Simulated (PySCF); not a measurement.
Nitric acid, HNO3.
Geometry (GFN2-xTB, Å), atoms numbered from 1 in this order:
```
atom  x, y, z in Å
O1    -0.3918    0.9366   -0.7996
N2    -0.4444   -0.0394   -0.1289
O3    -1.3389   -0.7713    0.0806
O4     0.7391   -0.3803    0.5176
H5     1.4446    0.2573    0.3131
```

The computed photoelectron lines, unassigned: N 1s: 414.62 eV; O 1s: 540.35 (area 2), 541.13 (area 1) eV.

Level of theory: delta-SCF UKS SCAN, pcX-2 on the ionised atom, pcseg-1 elsewhere, spin-free X2C in PySCF 2.14.0. Isolated species at its GFN2-xTB geometry (one conformer only).

(1) Which oxygen gives which O 1s line?

Answers

(1) 540.35 eV: O1/O3 (oxygen bonded to N); 541.13 eV: O4 (hydroxyl oxygen). The listed O 1s values span 0.78 eV, from O1/O3 (bonded to N) to O4 (bonded to N and H). Summing the Pauling electronegativity differences to the bonded atoms, each weighted by its formal bond order, gives -0.60 for the lowest site and -1.64 for the highest; the largest sum, -0.60, belongs to O1/O3, 0.78 eV below the top. The smallest sum, -1.64, belongs to O4, 0.78 eV above the lowest.

Bonded neighbours of each site: O1/O3: N; N2: 3 O; O4: N and H.

Task: Which effective nuclear charge Zeff reproduces each element's mean 1s value in the hydrogen-like formula E = 13.606 eV × Zeff²?

Result: N (Z = 7): mean 414.6 eV, Zeff = 5.52, Z − Zeff = 1.48; O (Z = 8): mean 540.6 eV, Zeff = 6.30, Z − Zeff = 1.70. Means run over the listed sites, weighted by atom count.

One atom of each set of topologically equivalent atoms was ionised and stands for the set; in this conformer not all members are related by symmetry, and their own values weren't computed.

Time: 5.6 s of wall time. Hardware: an x86-64 server with one thread, on a shared host.
